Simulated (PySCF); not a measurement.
Reaction (SMILES): PP (P2H4) + [H][H] (H2) → 2 P (PH3)
B3LYP-D3(BJ)/def2-TZVP geometries, fixed; electronic energies without zero-point terms.

Effect of the atomic grid (radial, angular points) at M06-2X/aug-cc-pV(T+d)Z with PySCF, against the last row, where the energy of full hydrogenation is -4.14 kcal/mol. Cost is core time over that of atom_grid: 30, 110, unpruned, rough, on shared machines of one kind.

| setting | grid points, largest species | largest shift of a total energy (mEh) | shift of the energy of full hydrogenation (kcal/mol) | cost |
|---|---|---|---|---|
| atom_grid: 30, 110, unpruned | 19800 | 4.033 | -0.052 | 1× |
| atom_grid: 50, 194, unpruned | 58200 | -0.617 | -0.057 | 2× |
| atom_grid: 75, 302, unpruned | 135904 | 0.017 | 0.022 | 4× |
| atom_grid: 99, 590, unpruned | 350464 | 0.000 | 0.000 | 8× |
| atom_grid: 150, 974, unpruned | 876600 | 0.000 | 0.000 | 20× |

Within 0.02 kcal/mol in the energy of full hydrogenation: atom_grid: 99, 590, unpruned. The largest shift is 4.033 mEh in a total energy and 0.057 kcal/mol in the difference.
